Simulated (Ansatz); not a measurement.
H2N, SMILES `[NH2+]` (excited singlet) (charge 1, multiplicity 1). This singlet is an excited state, 1.22 eV above the relaxed triplet at the level composite: frozen-core CCSD(T) with HF/cc-pV5Z and the correlation energy extrapolated as X^-3 from cc-pVQZ and cc-pV5Z, plus full CI minus CCSD(T) in cc-pVDZ // PBE0-D3(BJ)/def2-TZVP (Ansatz, a quantum-chemistry and plane-wave program).

Cartesian coordinates (Å):
SMILES: [NH2+]
```xyz
3

N      0.0007    -0.2609    -0.3266
H      0.8479     0.1327     0.1633
H     -0.8486     0.1282     0.1633
```
Charge +1, spin multiplicity 1.

Frozen-core energies in cc-pVTZ from Ansatz at a geometry from PBE0-D3(BJ)/def2-TZVP; the HF reference has <S^2> = 0.00 (restricted, and unstable towards unrestricted orbitals) and the T1 diagnostic is 0.008.

```tsv
level	energy (Ha)
HF	-55.15428
MP2	-55.30970
CCSD	-55.33625
```

Estimate the energies of CCSD(T), CCSDT, CCSDT(Q) and CCSDTQ, and give each level's difference from CCSDTQ.


| level | energy (Ha) | difference from CCSDTQ (mHa) |
|---|---|---|
| MP2 | -55.30970 | 32.67 |
| CCSD | -55.33625 | 6.12 |
| CCSD(T) | -55.34121 | 1.16 |
| CCSDT | -55.34210 | 0.27 |
| CCSDT(Q) | -55.34233 | 0.04 |
| CCSDTQ | -55.34237 | 0.00 |
